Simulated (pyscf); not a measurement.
`[SiH2]=[S]` + `[ClH]` -> `[SH][SiH2][Cl]` (addition across a multiple bond or ene-type step; singlet surface; Cl–H broken, H–S, Cl–Si formed). PySCF, gas phase, ωB97X-D3(BJ)/def2-SVP geometries. Correlated levels are frozen-core, on RHF or UHF. ΔMP2 is the change of the MP2 total energy from the triple- to the quadruple-zeta basis. Energies in eV from the separated reactants.

```json
[
 {"level": "ωB97X-D3(BJ)/def2-TZVP", "barrier": "-0.18", "reaction energy": "-2.42"},
 {"level": "PBE/def2-TZVP", "barrier": "[?]", "reaction energy": "-2.12"},
 {"level": "r²SCAN/def2-TZVP", "barrier": "-0.22", "reaction energy": "-2.26"},
 {"level": "B3LYP-D3(BJ)/def2-TZVP", "barrier": "-0.10", "reaction energy": "-2.18"},
 {"level": "HF/def2-TZVP", "barrier": "0.42", "reaction energy": "-2.19"},
 {"level": "CCSD/def2-TZVPP", "barrier": "0.11", "reaction energy": "-2.16"},
 {"level": "CCSD(T)/def2-TZVPP + ΔMP2(QZVPP)", "barrier": "[?]", "reaction energy": "[?]"}
]
```

What belongs in the gaps?


- PBE/def2-TZVP, barrier: -0.23
- CCSD(T)/def2-TZVPP + ΔMP2(QZVPP), barrier: -0.01
- CCSD(T)/def2-TZVPP + ΔMP2(QZVPP), reaction energy: -2.17

Of the functionals in the table, B3LYP-D3(BJ) is closest to CCSD(T)/def2-TZVPP + ΔMP2(QZVPP) in the barrier (0.09 eV apart) and PBE least close (0.22 eV); that level has limits of its own. On the reactant side the descent ends in a complex, 0.30 eV under the separated species and 0.12 eV under the saddle at ωB97X-D3(BJ)/def2-TZVP. At ωB97X-D3(BJ), PBE, r²SCAN, B3LYP-D3(BJ), CCSD(T) the saddle lies under the separated reactants, which points to a path from their complex (located at ωB97X-D3(BJ) alone). This is the saddle that the search found; another between the same sides may lie lower. The CCSD(T) − MP2 part came from Ansatz, without density fitting, on the same reference.
